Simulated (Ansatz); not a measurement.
**Lattice constant a of some elemental metals**

Method: PBE0 (plane waves, PAW; Ansatz, a quantum-chemistry and plane-wave program). References are measured values corrected to a static lattice or taken at low temperature (these still hold zero-point motion). The table is a random draw of 8 from 25 solids with such references.

Values in Å.

```json
[
 {"solid": "bcc Na", "reference": "4.214", "PBE0": "4.226", "error (%)": "+0.28"},
 {"solid": "fcc Cu", "reference": "3.595", "PBE0": "3.631", "error (%)": "+1.00"},
 {"solid": "bcc Rb", "reference": "5.576", "PBE0": "5.734", "error (%)": "+2.83"},
 {"solid": "fcc Pb", "reference": "4.902", "PBE0": "4.999", "error (%)": "+1.98"},
 {"solid": "fcc Al", "reference": "4.018", "PBE0": "4.013", "error (%)": "-0.12"},
 {"solid": "bcc Ba", "reference": "4.995", "PBE0": "5.137", "error (%)": "+2.84"},
 {"solid": "bcc V", "reference": "3.021", "PBE0": "2.962", "error (%)": "-1.95"},
 {"solid": "bcc Fe", "reference": "2.853", "PBE0": "2.910", "error (%)": "+2.00"}
]
```

Over these 8 solids the mean error is +1.11 %, the mean absolute error 1.63 % (median 1.97 %), and the worst case bcc Ba at +2.84 %; the value is too high in 6 of 8 cases. Over all 25 the mean error is +1.12 % and the mean absolute error 1.34 % (median 0.91 %).

All these references are brought to a static lattice.

Spin–orbit coupling is left out, also for the solids with elements from indium on (fcc Pb, bcc Ba); its size isn't shown.

Differences are worked out from the printed values.

Ansatz's density-functional and Hartree–Fock values are scalar-relativistic unless marked +SOC, with PAW data made under PBE.

Ansatz's runs of these crystals have no spin polarisation, but for bcc Fe. A magnetic state wasn't tried for bcc V with meta-GGA or hybrid levels, which favour moments.

Density-functional runs with spin start from parallel moments for bcc Fe.

Not in this set, of the elemental metals with a reference value in our tables and a result at some level: 19 for a reference at room or unstated temperature (hcp Be, hcp Cd, hcp Co, hcp Hf, body-centred tetragonal In and 14 more). These can be a level's worst cases. Values held back for tests aren't counted. Layered and molecular crystals are counted apart. The metals Ce to Yb are counted apart.

References as tabulated in Mejia-Rodriguez and Trickey (2018), arXiv:1807.09216; Csonka et al. (2009), arXiv:0903.4037.
